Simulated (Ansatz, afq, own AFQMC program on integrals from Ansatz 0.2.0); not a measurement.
AFQMC on a folder of integrals that Ansatz 0.2.0 wrote.

```yaml
crystal:
  periodic: [false, false, false]
  atoms:
    - {symbol: Mg, position_ang: [0.000000, 0.000000, 0.000000]}
    - {symbol: Mg, position_ang: [0.000000, 0.000000, 3.042000]}
basis:
  gaussian: {orbitals: cc-pVDZ}
total_charge: 1
magnetization: {spin_polarized: false, initial_magnetization: 1}
correlation: {method: ccsd_t, electrons: outside_noble_gas, hamiltonian_folder: ham}
```

```sh
$ ansatz run in.yaml --threads 1 --pin off --events-out ev --progress --plain --max-ram 1843MiB
```

Options of the walk:

```
--method free --trial cisd --walkers 100 --time-step 0.03 --max-blocks 80 --target-error 0.00021 --factor-cut 1e-05 --seed 170 --times 0,0.3,0.6,1.2,1.8,2.4,3.6,4.8,6 --taylor-order 8
```

Times are imaginary, in 1/Eh. The walk had a cap of 499 s.

afq prints:

```
orbitals 26  electrons 2 1  factors 173 of 328
reference energy -399.00557712 Eh
CCSD correlation -0.04516425 Eh in 11 cycles, weight of the determinant in the CISD state 0.9125
repeat  energy at the last time / Eh  error
    10  -399.051838  0.000095
    20  -399.051876  0.000071
    30  -399.051878  0.000062
time / (1/Eh)  energy / Eh  error  mean overlap
  0.00  -399.050739  0.000005  1.0965
  0.30  -399.051045  0.000009  1.0954
  0.60  -399.051255  0.000017  1.0953
  1.20  -399.051490  0.000024  1.1062
  1.80  -399.051659  0.000029  1.1067
  2.40  -399.051778  0.000028  1.1010
  3.60  -399.051847  0.000042  1.0968
  4.80  -399.051879  0.000050  1.0974
  6.00  -399.051874  0.000060  1.1140
energy -399.051874 +/- 0.000060 Eh
```

The run passed its tests (error under three times the target), which doesn't prove that it has relaxed.

Against this walk (error 1.6 meV) on the same determinant: CCSD(T) 7.1 meV higher, full CI 1.2 meV lower (within the noise). The error is statistical, and a free projection of finite length keeps a remainder of its start.

Cautions: remainder of the start not in the error; a spin-contaminated unrestricted determinant lies lower (UHF 285 meV lower, ⟨S²⟩ 0.92); the determinant is a saddle point among determinants of its kind; raised T1 diagnostic (T1 0.048, weight of the determinant 0.91, largest double 0.14).

The walk took 36 s on 1 thread of Arm Neoverse V1 (shared host). The log's last line is the free-projection energy.

A walk keeps the symmetry of its determinant, which the program's search chose and which needn't be the lowest solution, so a lower state of the same spin and another symmetry isn't excluded.
